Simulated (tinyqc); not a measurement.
Worked calculation (part 1 of 2): UHF in the sto-3g basis, for OH-, spin multiplicity 1. The basis has no diffuse functions, so it cannot describe the extra electron: this is an exercise in the method, not the real anion. Computed by tinyqc, a small Python program that keeps every step (integrals from PySCF). Settings: charge = -1, multiplicity = 1, basis = sto-3g, energy threshold = 1e-08, iteration cap = 64, orthogonalisation = canonical, start = Wolfsberg-Helmholz matrix, DIIS depth = 6, damping = 0.3, method = UHF, break = 0.7. Command: `OMP_NUM_THREADS=1 python tinyqc.py 28923 28924 out.jsonl` (the two numbers bound the seeds that draw the settings). One thread of a shared host (Intel(R) Xeon(R) Processor @ 2.60GHz), about 0.09 s of CPU time with the checks. Later iterations appear only in the table of the cycle.

## One-electron integrals

Geometry (angstrom):
```
atom       x       y       z
O     0.0000  0.0000  0.0000
H     0.0000  0.0000  1.0730
```

Basis sto-3g: exponents (1/bohr^2) and contraction coefficients of normalised primitives:
```
element  l (shell)  exponent  coefficient
O            s (1)  130.7093       0.1543
O            s (1)   23.8089       0.5353
O            s (1)    6.4436       0.4446
O            s (2)    5.0332      -0.1000
O            s (2)    1.1696       0.3995
O            s (2)    0.3804       0.7001
O            p (3)    5.0332       0.1559
O            p (3)    1.1696       0.6077
O            p (3)    0.3804       0.3920
H            s (1)    3.4253       0.1543
H            s (1)    0.6239       0.5353
H            s (1)    0.1689       0.4446
```

Overlap, kinetic and nuclear-attraction integrals over the contracted functions; the nuclear repulsion is the sum of Za Zb / Rab.

nuclear repulsion = 3.945403 hartree

overlap S:
```
         1O 1s   1O 2s  1O 2px  1O 2py  1O 2pz   2H 1s
1O 1s   1.0000  0.2367  0.0000  0.0000  0.0000  0.0410
1O 2s   0.2367  1.0000  0.0000  0.0000  0.0000  0.4021
1O 2px  0.0000  0.0000  1.0000  0.0000  0.0000  0.0000
1O 2py  0.0000  0.0000  0.0000  1.0000  0.0000  0.0000
1O 2pz  0.0000  0.0000  0.0000  0.0000  1.0000  0.3510
2H 1s   0.0410  0.4021  0.0000  0.0000  0.3510  1.0000
```

kinetic energy T (hartree):
```
          1O 1s    1O 2s  1O 2px  1O 2py  1O 2pz    2H 1s
1O 1s   29.0032  -0.1680  0.0000  0.0000  0.0000  -0.0079
1O 2s   -0.1680   0.8081  0.0000  0.0000  0.0000   0.0800
1O 2px   0.0000   0.0000  2.5287  0.0000  0.0000   0.0000
1O 2py   0.0000   0.0000  0.0000  2.5287  0.0000   0.0000
1O 2pz   0.0000   0.0000  0.0000  0.0000  2.5287   0.2032
2H 1s   -0.0079   0.0800  0.0000  0.0000  0.2032   0.7600
```

nuclear attraction V (hartree):
```
           1O 1s    1O 2s   1O 2px   1O 2py   1O 2pz    2H 1s
1O 1s   -61.1116  -7.2998   0.0000   0.0000  -0.0124  -1.2955
1O 2s    -7.2998  -9.5420   0.0000   0.0000  -0.1502  -2.9641
1O 2px    0.0000   0.0000  -9.4373   0.0000   0.0000   0.0000
1O 2py    0.0000   0.0000   0.0000  -9.4373   0.0000   0.0000
1O 2pz   -0.0124  -0.1502   0.0000   0.0000  -9.5329  -2.3199
2H 1s    -1.2955  -2.9641   0.0000   0.0000  -2.3199  -5.0810
```

core Hamiltonian H = T + V (hartree):
```
           1O 1s    1O 2s   1O 2px   1O 2py   1O 2pz    2H 1s
1O 1s   -32.1084  -7.4678   0.0000   0.0000  -0.0124  -1.3034
1O 2s    -7.4678  -8.7339   0.0000   0.0000  -0.1502  -2.8842
1O 2px    0.0000   0.0000  -6.9085   0.0000   0.0000   0.0000
1O 2py    0.0000   0.0000   0.0000  -6.9085   0.0000   0.0000
1O 2pz   -0.0124  -0.1502   0.0000   0.0000  -7.0042  -2.1167
2H 1s    -1.3034  -2.8842   0.0000   0.0000  -2.1167  -4.3210
```

## Two-electron integrals

Functions are numbered as in S; the eight-fold symmetry (ij|kl) = (ji|kl) = (kl|ij) leaves the list below.

Two-electron integrals (ij|kl) in chemists' order, unique and non-zero (hartree):
```
(11|11) 4.7851   (21|11) 0.7414   (21|21) 0.1369   (22|11) 1.1189
(22|21) 0.2566   (22|22) 0.8172   (31|31) 0.0245   (32|31) 0.0378
(32|32) 0.1805   (33|11) 1.1158   (33|21) 0.2567   (33|22) 0.8170
(33|33) 0.8802   (41|41) 0.0245   (42|41) 0.0378   (42|42) 0.1805
(43|43) 0.0474   (44|11) 1.1158   (44|21) 0.2567   (44|22) 0.8170
(44|33) 0.7853   (44|44) 0.8802   (51|51) 0.0245   (52|51) 0.0378
(52|52) 0.1805   (53|53) 0.0474   (54|54) 0.0474   (55|11) 1.1158
(55|21) 0.2567   (55|22) 0.8170   (55|33) 0.7853   (55|44) 0.7853
(55|55) 0.8802   (61|11) 0.1300   (61|21) 0.0238   (61|22) 0.0444
(61|33) 0.0443   (61|44) 0.0443   (61|51) 0.0011   (61|52) 0.0021
(61|55) 0.0446   (61|61) 0.0042   (62|11) 0.3290   (62|21) 0.0765
(62|22) 0.2712   (62|33) 0.2664   (62|44) 0.2664   (62|51) 0.0058
(62|52) 0.0447   (62|55) 0.2803   (62|61) 0.0136   (62|62) 0.1132
(63|31) 0.0078   (63|32) 0.0462   (63|53) 0.0092   (63|63) 0.0158
(64|41) 0.0078   (64|42) 0.0462   (64|54) 0.0092   (64|64) 0.0158
(65|11) 0.2425   (65|21) 0.0571   (65|22) 0.2160   (65|33) 0.2063
(65|44) 0.2063   (65|51) 0.0116   (65|52) 0.0798   (65|55) 0.2352
(65|61) 0.0106   (65|62) 0.1095   (65|65) 0.1206   (66|11) 0.4814
(66|21) 0.1137   (66|22) 0.4634   (66|33) 0.4450   (66|44) 0.4450
(66|51) 0.0107   (66|52) 0.1158   (66|55) 0.4997   (66|61) 0.0203
(66|62) 0.2479   (66|65) 0.2737   (66|66) 0.7746
```

## Orthogonalisation

S = U s U^T; canonical form X = U s^(-1/2), so that X^T S X = 1. Each column of U has its largest component positive (the first on a tie).

eigenvalues of S: 0.4469  0.8396  1.0000  1.0000  1.1343  1.5792

X:
```
              1        2        3       4        5       6
1O 1s    0.2919   0.7605   0.0000  0.0000   0.5921  0.2232
1O 2s   -0.8562  -0.4704   0.0000  0.0000   0.3746  0.4553
1O 2px   0.0000   0.0000   0.9937  0.1118   0.0000  0.0000
1O 2py   0.0000   0.0000  -0.1118  0.9937   0.0000  0.0000
1O 2pz  -0.6383   0.5690   0.0000  0.0000  -0.5838  0.3178
2H 1s    1.0059  -0.2601   0.0000  0.0000  -0.2234  0.5245
```

Within a degenerate level the vectors are fixed only up to a rotation; this is one choice.

## Starting guess

The start is the generalised Wolfsberg-Helmholz matrix (K = 1.75) built on H, with HOMO and LUMO mixed by +/-0.7 rad for the two spins; D(s) = C_occ C_occ^T for each spin.

D(alpha) at the start:
```
          1O 1s    1O 2s   1O 2px   1O 2py   1O 2pz    2H 1s
1O 1s    1.0516  -0.2223   0.0359   0.0621   0.0190  -0.0157
1O 2s   -0.2223   0.9920  -0.1794  -0.3106  -0.0316  -0.1018
1O 2px   0.0359  -0.1794   0.8962  -0.1797  -0.1368   0.2789
1O 2py   0.0621  -0.3106  -0.1797   0.6888  -0.2369   0.4829
1O 2pz   0.0190  -0.0316  -0.1368  -0.2369   0.9927  -0.1253
2H 1s   -0.0157  -0.1018   0.2789   0.4829  -0.1253   0.6551
```

D(beta) at the start:
```
          1O 1s    1O 2s   1O 2px   1O 2py   1O 2pz    2H 1s
1O 1s    1.0516  -0.2223  -0.0359  -0.0621   0.0190  -0.0157
1O 2s   -0.2223   0.9920   0.1794   0.3106  -0.0316  -0.1018
1O 2px  -0.0359   0.1794   0.8962  -0.1797   0.1368  -0.2789
1O 2py  -0.0621   0.3106  -0.1797   0.6888   0.2369  -0.4829
1O 2pz   0.0190  -0.0316   0.1368   0.2369   0.9927  -0.1253
2H 1s   -0.0157  -0.1018  -0.2789  -0.4829  -0.1253   0.6551
```

## Iteration 1: building the Fock matrix

J_ij = sum D_kl (ij|kl) with D = D(alpha) + D(beta), K_ij = sum D_kl (ik|jl) for each spin; F = H + J - K(s); E = tr D H + tr D J / 2 - 0.5 sum_s tr D(s) K(s) + E_nn.

Coulomb J (hartree):
```
          1O 1s   1O 2s   1O 2px   1O 2py  1O 2pz   2H 1s
1O 1s   17.7440  3.3577   0.0000   0.0000  0.0029  0.5845
1O 2s    3.3577  8.3442   0.0000   0.0000  0.0734  2.7809
1O 2px   0.0000  0.0000   8.3262  -0.0341  0.0000  0.0000
1O 2py   0.0000  0.0000  -0.0341   8.2868  0.0000  0.0000
1O 2pz   0.0029  0.0734   0.0000   0.0000  8.3960  2.2524
2H 1s    0.5845  2.7809   0.0000   0.0000  2.2524  4.9951
```

exchange K(alpha) (hartree):
```
         1O 1s    1O 2s   1O 2px   1O 2py   1O 2pz   2H 1s
1O 1s   4.8947   0.8426   0.0026   0.0045   0.0024  0.1507
1O 2s   0.8426   1.3111  -0.0812  -0.1406  -0.0268  0.4860
1O 2px  0.0026  -0.0812   1.0550  -0.1497  -0.0538  0.0448
1O 2py  0.0045  -0.1406  -0.1497   0.8822  -0.0932  0.0776
1O 2pz  0.0024  -0.0268  -0.0538  -0.0932   1.1403  0.3598
2H 1s   0.1507   0.4860   0.0448   0.0776   0.3598  0.6366
```

exchange K(beta) (hartree):
```
          1O 1s    1O 2s   1O 2px   1O 2py   1O 2pz    2H 1s
1O 1s    4.8947   0.8426  -0.0026  -0.0045   0.0024   0.1507
1O 2s    0.8426   1.3111   0.0812   0.1406  -0.0268   0.4860
1O 2px  -0.0026   0.0812   1.0550  -0.1497   0.0538  -0.0448
1O 2py  -0.0045   0.1406  -0.1497   0.8822   0.0932  -0.0776
1O 2pz   0.0024  -0.0268   0.0538   0.0932   1.1403   0.3598
2H 1s    0.1507   0.4860  -0.0448  -0.0776   0.3598   0.6366
```

F(alpha) (hartree):
```
           1O 1s    1O 2s   1O 2px   1O 2py   1O 2pz    2H 1s
1O 1s   -19.2592  -4.9527  -0.0026  -0.0045  -0.0119  -0.8696
1O 2s    -4.9527  -1.7009   0.0812   0.1406  -0.0499  -0.5893
1O 2px   -0.0026   0.0812   0.3627   0.1156   0.0538  -0.0448
1O 2py   -0.0045   0.1406   0.1156   0.4961   0.0932  -0.0776
1O 2pz   -0.0119  -0.0499   0.0538   0.0932   0.2515  -0.2242
2H 1s    -0.8696  -0.5893  -0.0448  -0.0776  -0.2242   0.0375
```

F(beta) (hartree):
```
           1O 1s    1O 2s   1O 2px   1O 2py   1O 2pz    2H 1s
1O 1s   -19.2592  -4.9527   0.0026   0.0045  -0.0119  -0.8696
1O 2s    -4.9527  -1.7009  -0.0812  -0.1406  -0.0499  -0.5893
1O 2px    0.0026  -0.0812   0.3627   0.1156  -0.0538   0.0448
1O 2py    0.0045  -0.1406   0.1156   0.4961  -0.0932   0.0776
1O 2pz   -0.0119  -0.0499  -0.0538  -0.0932   0.2515  -0.2242
2H 1s    -0.8696  -0.5893   0.0448   0.0776  -0.2242   0.0375
```

total energy of this density = -73.637604 hartree

This density is the starting one.

## Iteration 1: diagonalisation and new density

Diagonalise F' = X^T F X, C = X C', fill 5 alpha and 5 beta electrons from the bottom; D(s) = C_occ C_occ^T; the new density keeps 0.3 of the old one (damping). Each column has its largest component positive (the first on a tie).

F' = X^T F X (alpha) (hartree):
```
         1        2        3        4        5        6
1   0.4700  -1.7612  -0.1198  -0.2743  -1.4320  -0.6366
2  -1.7612  -7.6056   0.0017   0.0038  -8.2370  -4.1990
3  -0.1198   0.0017   0.3387   0.0979   0.0060   0.0240
4  -0.2743   0.0038   0.0979   0.5201   0.0136   0.0550
5  -1.4320  -8.2370   0.0060   0.0136  -8.7991  -4.8267
6  -0.6366  -4.1990   0.0240   0.0550  -4.8267  -2.8588
```

orbital energies (alpha) (hartree): MO1 -19.2684, MO2 -0.5238, MO3 0.0881, MO4 0.2960, MO5 0.4262, MO6 1.0473

coefficients C (alpha):
```
            MO1      MO2      MO3      MO4      MO5      MO6
1O 1s    0.9942  -0.2407   0.0922   0.0000   0.0086   0.0953
1O 2s    0.0246   0.8943  -0.4573   0.0000  -0.1191  -0.5276
1O 2px   0.0000  -0.0622   0.0566   0.8660   0.4247  -0.2503
1O 2py   0.0000  -0.1077   0.0980  -0.5001   0.7354  -0.4335
1O 2pz   0.0026   0.0829   0.6550   0.0000  -0.4905  -0.7046
2H 1s   -0.0059   0.2256   0.5527   0.0000   0.4894   0.8991
```

F' = X^T F X (beta) (hartree):
```
         1        2        3        4        5        6
1   0.4700  -1.7612   0.1198   0.2743  -1.4320  -0.6366
2  -1.7612  -7.6056  -0.0017  -0.0038  -8.2370  -4.1990
3   0.1198  -0.0017   0.3387   0.0979  -0.0060  -0.0240
4   0.2743  -0.0038   0.0979   0.5201  -0.0136  -0.0550
5  -1.4320  -8.2370  -0.0060  -0.0136  -8.7991  -4.8267
6  -0.6366  -4.1990  -0.0240  -0.0550  -4.8267  -2.8588
```

orbital energies (beta) (hartree): MO1 -19.2684, MO2 -0.5238, MO3 0.0881, MO4 0.2960, MO5 0.4262, MO6 1.0473

coefficients C (beta):
```
            MO1      MO2      MO3      MO4      MO5      MO6
1O 1s    0.9942  -0.2407   0.0922   0.0000  -0.0086   0.0953
1O 2s    0.0246   0.8943  -0.4573   0.0000   0.1191  -0.5276
1O 2px   0.0000   0.0622  -0.0566   0.8660   0.4247   0.2503
1O 2py   0.0000   0.1077  -0.0980  -0.5001   0.7354   0.4335
1O 2pz   0.0026   0.0829   0.6550   0.0000   0.4905  -0.7046
2H 1s   -0.0059   0.2256   0.5527   0.0000  -0.4894   0.8991
```

D(alpha) after iteration 1:
```
          1O 1s    1O 2s   1O 2px   1O 2py   1O 2pz    2H 1s
1O 1s    1.0539  -0.2305   0.0275   0.0475   0.0329  -0.0082
1O 2s   -0.2305   1.0142  -0.1463  -0.2533  -0.1263  -0.1071
1O 2px   0.0275  -0.1463   0.9250  -0.1299  -0.1645   0.2412
1O 2py   0.0475  -0.2533  -0.1299   0.7751  -0.2849   0.4177
1O 2pz   0.0329  -0.1263  -0.1645  -0.2849   0.7713   0.0609
2H 1s   -0.0082  -0.1071   0.2412   0.4177   0.0609   0.6137
```

D(beta) after iteration 1:
```
          1O 1s    1O 2s   1O 2px   1O 2py   1O 2pz    2H 1s
1O 1s    1.0539  -0.2305  -0.0275  -0.0475   0.0329  -0.0082
1O 2s   -0.2305   1.0142   0.1463   0.2533  -0.1263  -0.1071
1O 2px  -0.0275   0.1463   0.9250  -0.1299   0.1645  -0.2412
1O 2py  -0.0475   0.2533  -0.1299   0.7751   0.2849  -0.4177
1O 2pz   0.0329  -0.1263   0.1645   0.2849   0.7713   0.0609
2H 1s   -0.0082  -0.1071  -0.2412  -0.4177   0.0609   0.6137
```

## Iteration 2: building the Fock matrix

As before.

Coulomb J (hartree):
```
          1O 1s   1O 2s   1O 2px   1O 2py   1O 2pz   2H 1s
1O 1s   17.6921  3.3457   0.0000   0.0000  -0.0024  0.5820
1O 2s    3.3457  8.3217   0.0000   0.0000   0.0561  2.7716
1O 2px   0.0000  0.0000   8.3103  -0.0246   0.0000  0.0000
1O 2py   0.0000  0.0000  -0.0246   8.2818   0.0000  0.0000
1O 2pz  -0.0024  0.0561   0.0000   0.0000   8.3493  2.2401
2H 1s    0.5820  2.7716   0.0000   0.0000   2.2401  4.9872
```

exchange K(alpha) (hartree):
```
         1O 1s    1O 2s   1O 2px   1O 2py   1O 2pz   2H 1s
1O 1s   4.8961   0.8386   0.0008   0.0014   0.0018  0.1517
1O 2s   0.8386   1.3164  -0.0624  -0.1081  -0.0556  0.4844
1O 2px  0.0008  -0.0624   1.0797  -0.1082  -0.0850  0.0314
1O 2py  0.0014  -0.1081  -0.1082   0.9549  -0.1472  0.0544
1O 2pz  0.0018  -0.0556  -0.0850  -0.1472   1.0363  0.3795
2H 1s   0.1517   0.4844   0.0314   0.0544   0.3795  0.6610
```

exchange K(beta) (hartree):
```
          1O 1s    1O 2s   1O 2px   1O 2py   1O 2pz    2H 1s
1O 1s    4.8961   0.8386  -0.0008  -0.0014   0.0018   0.1517
1O 2s    0.8386   1.3164   0.0624   0.1081  -0.0556   0.4844
1O 2px  -0.0008   0.0624   1.0797  -0.1082   0.0850  -0.0314
1O 2py  -0.0014   0.1081  -0.1082   0.9549   0.1472  -0.0544
1O 2pz   0.0018  -0.0556   0.0850   0.1472   1.0363   0.3795
2H 1s    0.1517   0.4844  -0.0314  -0.0544   0.3795   0.6610
```

F(alpha) (hartree):
```
           1O 1s    1O 2s   1O 2px   1O 2py   1O 2pz    2H 1s
1O 1s   -19.3124  -4.9607  -0.0008  -0.0014  -0.0166  -0.8730
1O 2s    -4.9607  -1.7286   0.0624   0.1081  -0.0385  -0.5970
1O 2px   -0.0008   0.0624   0.3220   0.0835   0.0850  -0.0314
1O 2py   -0.0014   0.1081   0.0835   0.4184   0.1472  -0.0544
1O 2pz   -0.0166  -0.0385   0.0850   0.1472   0.3088  -0.2561
2H 1s    -0.8730  -0.5970  -0.0314  -0.0544  -0.2561   0.0051
```

F(beta) (hartree):
```
           1O 1s    1O 2s   1O 2px   1O 2py   1O 2pz    2H 1s
1O 1s   -19.3124  -4.9607   0.0008   0.0014  -0.0166  -0.8730
1O 2s    -4.9607  -1.7286  -0.0624  -0.1081  -0.0385  -0.5970
1O 2px    0.0008  -0.0624   0.3220   0.0835  -0.0850   0.0314
1O 2py    0.0014  -0.1081   0.0835   0.4184  -0.1472   0.0544
1O 2pz   -0.0166  -0.0385  -0.0850  -0.1472   0.3088  -0.2561
2H 1s    -0.8730  -0.5970   0.0314   0.0544  -0.2561   0.0051
```

total energy of this density = -73.793781 hartree

This density is a damped mixture and is not idempotent.

## Iteration 2: DIIS over 2 matrices

error matrix X^T (FDS - SDF) X (alpha):
```
         1        2        3        4        5        6
1   0.0000  -0.0913   0.0325   0.0744   0.0683  -0.0645
2   0.0913   0.0000  -0.0360  -0.0825  -0.0216   0.0260
3  -0.0325   0.0360   0.0000   0.0000  -0.0191   0.0163
4  -0.0744   0.0825   0.0000   0.0000  -0.0438   0.0372
5  -0.0683   0.0216   0.0191   0.0438   0.0000  -0.0040
6   0.0645  -0.0260  -0.0163  -0.0372   0.0040   0.0000
```

B (overlaps of the stored error matrices):
```
               1              2
1  3.0135948e-01  1.9853295e-01
2  1.9853295e-01  1.4779444e-01
```

Minimise |sum c_i e_i|^2 with sum c_i = 1: solve [B -1; -1 0][c; lambda] = [0; -1] with B_ij = tr e_i^T e_j summed over both spins, and take F = sum c_i F_i.

DIIS coefficients: -0.9741  1.9741

extrapolated F(alpha) (hartree):
```
           1O 1s    1O 2s   1O 2px   1O 2py   1O 2pz    2H 1s
1O 1s   -19.3642  -4.9685   0.0010   0.0017  -0.0213  -0.8763
1O 2s    -4.9685  -1.7557   0.0441   0.0764  -0.0274  -0.6045
1O 2px    0.0010   0.0441   0.2824   0.0523   0.1154  -0.0183
1O 2py    0.0017   0.0764   0.0523   0.3427   0.1998  -0.0318
1O 2pz   -0.0213  -0.0274   0.1154   0.1998   0.3646  -0.2873
2H 1s    -0.8763  -0.6045  -0.0183  -0.0318  -0.2873  -0.0264
```

extrapolated F(beta) (hartree):
```
           1O 1s    1O 2s   1O 2px   1O 2py   1O 2pz    2H 1s
1O 1s   -19.3642  -4.9685  -0.0010  -0.0017  -0.0213  -0.8763
1O 2s    -4.9685  -1.7557  -0.0441  -0.0764  -0.0274  -0.6045
1O 2px   -0.0010  -0.0441   0.2824   0.0523  -0.1154   0.0183
1O 2py   -0.0017  -0.0764   0.0523   0.3427  -0.1998   0.0318
1O 2pz   -0.0213  -0.0274  -0.1154  -0.1998   0.3646  -0.2873
2H 1s    -0.8763  -0.6045   0.0183   0.0318  -0.2873  -0.0264
```

## Iteration 2: diagonalisation and new density

As before.

F' = X^T F X (alpha) (hartree):
```
         1        2        3        4        5        6
1   0.5416  -1.8671  -0.1037  -0.2375  -1.3428  -0.6918
2  -1.8671  -7.6376   0.0403   0.0924  -8.3035  -4.1910
3  -0.1037   0.0403   0.2715   0.0443  -0.0370   0.0379
4  -0.2375   0.0924   0.0443   0.3536  -0.0846   0.0868
5  -1.3428  -8.3035  -0.0370  -0.0846  -8.8307  -4.8523
6  -0.6918  -4.1910   0.0379   0.0868  -4.8523  -2.9094
```

orbital energies (alpha) (hartree): MO1 -19.3730, MO2 -0.5664, MO3 0.0345, MO4 0.2522, MO5 0.2883, MO6 1.1534

coefficients C (alpha):
```
            MO1      MO2      MO3      MO4      MO5      MO6
1O 1s    0.9943  -0.2396   0.0987   0.0000   0.0355   0.0828
1O 2s    0.0239   0.8879  -0.4830   0.0000  -0.2288  -0.4769
1O 2px  -0.0001  -0.0448  -0.1221   0.8660   0.4498  -0.1756
1O 2py  -0.0002  -0.0775  -0.2114  -0.5001   0.7790  -0.3040
1O 2pz   0.0030   0.0662   0.6279   0.0000  -0.1606  -0.8652
2H 1s   -0.0056   0.2458   0.5413   0.0000   0.5169   0.8853
```

F' = X^T F X (beta) (hartree):
```
         1        2        3        4        5        6
1   0.5416  -1.8671   0.1037   0.2375  -1.3428  -0.6918
2  -1.8671  -7.6376  -0.0403  -0.0924  -8.3035  -4.1910
3   0.1037  -0.0403   0.2715   0.0443   0.0370  -0.0379
4   0.2375  -0.0924   0.0443   0.3536   0.0846  -0.0868
5  -1.3428  -8.3035   0.0370   0.0846  -8.8307  -4.8523
6  -0.6918  -4.1910  -0.0379  -0.0868  -4.8523  -2.9094
```

orbital energies (beta) (hartree): MO1 -19.3730, MO2 -0.5664, MO3 0.0345, MO4 0.2522, MO5 0.2883, MO6 1.1534

coefficients C (beta):
```
            MO1      MO2      MO3      MO4      MO5      MO6
1O 1s    0.9943  -0.2396   0.0987   0.0000  -0.0355   0.0828
1O 2s    0.0239   0.8879  -0.4830   0.0000   0.2288  -0.4769
1O 2px   0.0001   0.0448   0.1221   0.8660   0.4498   0.1756
1O 2py   0.0002   0.0775   0.2114  -0.5001   0.7790   0.3040
1O 2pz   0.0030   0.0662   0.6279   0.0000   0.1606  -0.8652
2H 1s   -0.0056   0.2458   0.5413   0.0000  -0.5169   0.8853
```

D(alpha) after iteration 2:
```
          1O 1s    1O 2s   1O 2px   1O 2py   1O 2pz    2H 1s
1O 1s    1.0562  -0.2405   0.0184   0.0319   0.0402   0.0027
1O 2s   -0.2405   1.0565  -0.1025  -0.1775  -0.1833  -0.1453
1O 2px   0.0184  -0.1025   0.9559  -0.0763  -0.1557   0.1812
1O 2py   0.0319  -0.1775  -0.0763   0.8678  -0.2696   0.3137
1O 2pz   0.0402  -0.1833  -0.1557  -0.2696   0.5285   0.2094
2H 1s    0.0027  -0.1453   0.1812   0.3137   0.2094   0.6185
```

D(beta) after iteration 2:
```
          1O 1s    1O 2s   1O 2px   1O 2py   1O 2pz    2H 1s
1O 1s    1.0562  -0.2405  -0.0184  -0.0319   0.0402   0.0027
1O 2s   -0.2405   1.0565   0.1025   0.1775  -0.1833  -0.1453
1O 2px  -0.0184   0.1025   0.9559  -0.0763   0.1557  -0.1812
1O 2py  -0.0319   0.1775  -0.0763   0.8678   0.2696  -0.3137
1O 2pz   0.0402  -0.1833   0.1557   0.2696   0.5285   0.2094
2H 1s    0.0027  -0.1453  -0.1812  -0.3137   0.2094   0.6185
```
